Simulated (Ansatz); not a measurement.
# AlH6NSi: the cost of one run

Program: Ansatz 0.2.0, Gaussian basis. Level of theory: unrestricted cation, the program's frozen cores in correlated methods. These are calculated values, not measurements.

Levels to be run: UKS PBE-D4/def2-TZVPP; UKS r2SCAN-D4/def2-TZVPP; UKS PBE0-D4/def2-TZVPP; UKS B3LYP-D4/def2-TZVPP; UKS wB97X-V/def2-TZVPP; UKS wB97M-V/def2-TZVPP; UKS B2PLYP/def2-TZVPP; UHF-MP2/def2-TZVPP; UHF-MP2/def2-QZVPP; then −ε(HOMO) from the neutral's earlier runs with LDA (SPW92), PBE-D4, revPBE-D4, BLYP-D4, r2SCAN-D4, B97M-V, PBE0-D4, B3LYP-D4, r2SCANh-D4, r2SCAN0-D4, HSE06-D4, BHLYP-D4, CAM-B3LYP-D4, LC-ωPBE, ωB97X-V, ωB97M-V.

1 further run of the same task is left out (it didn't finish).

## Step 1: The relaxed structure

The geometry comes from an earlier relaxation with PBE0-D4 in a triple-zeta def2 set; it is a stationary point, not always the lowest conformer.

SMILES `[AlH2][NH][SiH3]`, 9 atoms, charge 0, spin multiplicity 1.

Atoms are counted from 1 here; the program's logs count them from 0.

Bond lengths: Al1–N2 1.782 Å, Al1–H4 1.580 Å, Al1–H5 1.583 Å, N2–Si3 1.727 Å, N2–H6 1.012 Å, Si3–H7 1.490 Å, Si3–H8 1.485 Å, Si3–H9 1.490 Å. Angles: N2–Al1–H4 118.1°, N2–Al1–H5 117.4°, H4–Al1–H5 124.5°, Al1–N2–Si3 129.3°, Al1–N2–H6 116.1°, Si3–N2–H6 114.6°, N2–Si3–H7 112.2°, N2–Si3–H8 107.4°, N2–Si3–H9 112.2°, H7–Si3–H8 109.0°, H7–Si3–H9 107.1°, H8–Si3–H9 109.0°.

## Step 2: Cation, UKS PBE-D4/def2-TZVPP

File in.yaml:

```yaml
crystal:
  periodic: [false, false, false]
  atoms:
    - {symbol: Al, position_ang: [-0.744372, 0.879581, -1.351800]}
    - {symbol: N, position_ang: [0.325698, 0.550730, 0.035093]}
    - {symbol: Si, position_ang: [0.459878, -0.875611, 0.999152]}
    - {symbol: H, position_ang: [-1.736215, -0.261164, -1.812224]}
    - {symbol: H, position_ang: [-0.632430, 2.302094, -2.037777]}
    - {symbol: H, position_ang: [0.949074, 1.301396, 0.305183]}
    - {symbol: H, position_ang: [1.826873, -1.465949, 0.942145]}
    - {symbol: H, position_ang: [-0.515352, -1.862525, 0.468837]}
    - {symbol: H, position_ang: [0.155248, -0.614854, 2.434291]}
basis:
  gaussian: {orbitals: def2-TZVPP}
total_charge: 1
magnetization: {spin_polarized: true, initial_magnetization: 1}
hamiltonian: {xc: pbe, dispersion: d4}
```

On the command line:

```
$ ansatz run in.yaml --threads 2 --pin off --events-out ev --progress --plain --max-ram 4352MiB
```

Q: Estimate wall time and peak memory on 2 threads of Arm Neoverse V1, shared host.

About 13 s, with a peak of 0.5 GiB.
